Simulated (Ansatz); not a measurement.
# AlH3 (SMILES [AlH3]): the vertical energy of the triplet above the singlet, rung by rung

AlH3 has 4 atoms, charge 0, and is taken as a singlet. SMILES: `[AlH3]`. Geometry: relaxed at PBE0-D4/def2-TZVP.

Each level gives the vertical energy of the triplet above the singlet (eV). The values are calculated.

```csv
level,kind,program,value (eV)
HF/6-31G* (spherical functions),Hartree–Fock,Ansatz,5.22
SVWN5/6-31G* (spherical functions),LDA,Ansatz,4.57
BLYP/6-31G* (spherical functions),GGA,Ansatz,4.75
BHLYP/6-31G* (spherical functions),global hybrid,Ansatz,5.30
HSE06/6-31G* (spherical functions),range-separated hybrid,Ansatz,4.89
B2PLYP/6-31G* (spherical functions),double hybrid,Ansatz,5.18
MP2/6-31G* (spherical functions),perturbation theory,Ansatz,5.27
BCCD(T)/6-31G* (spherical functions),coupled cluster or CI,Ansatz,5.07
FCI/3-21G,exact in the basis,Ansatz,4.98
```

The values span 4.57 to 5.30 eV. A triplet this far above the singlet is often a Rydberg-like or dissociative state; sets without diffuse functions put Rydberg states too high. High-level rows in very small sets aren't better than simpler rows in larger ones.
